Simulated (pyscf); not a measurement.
Single points on ωB97X-D3(BJ)/def2-SVP structures (PySCF, gas phase).

**Question.** Estimate by transition-state theory the rate constant of `[ClH]` + `[OH][Ge]([Cl])([Cl])[Cl]` -> `[Cl][Ge]([Cl])([Cl])[Cl]` + `[OH2]` (singlet surface; Cl–H, Ge–O broken, Cl–Ge, H–O formed) at 1200 K, with ωB97M-D3(BJ)/def2-TZVP energies (ideal gas, 1 atm, RRHO with modes under 100 cm⁻¹ raised to 100, one conformer, R ln 2 for chiral ones without a mode under 150 cm⁻¹; no tunnelling).

**Answer.** The electronic barrier is 16.7 kcal/mol and the thermal terms add +44.8, so ΔG‡ = 61.4 kcal/mol. With k_BT/h = 2.50e+13 s⁻¹ and RT = 2.385 kcal/mol, and a volume of 1.64e-19 cm³ per molecule at 1 atm, k = 2.7e-17 cm³ molecule⁻¹ s⁻¹. Wigner's tunnelling factor for 777i cm⁻¹ would be 1.04. A shift of 1 kcal/mol in the barrier changes k by a factor 1.5. On the reactant side the descent ends in a complex, 4.1 kcal/mol under the separated species and 19.1 kcal/mol under the saddle at ωB97X-D3(BJ)/def2-TZVP. This is the saddle that the search found; another between the same sides may lie lower. Elements up to Kr have no core potential and no relativistic terms here.
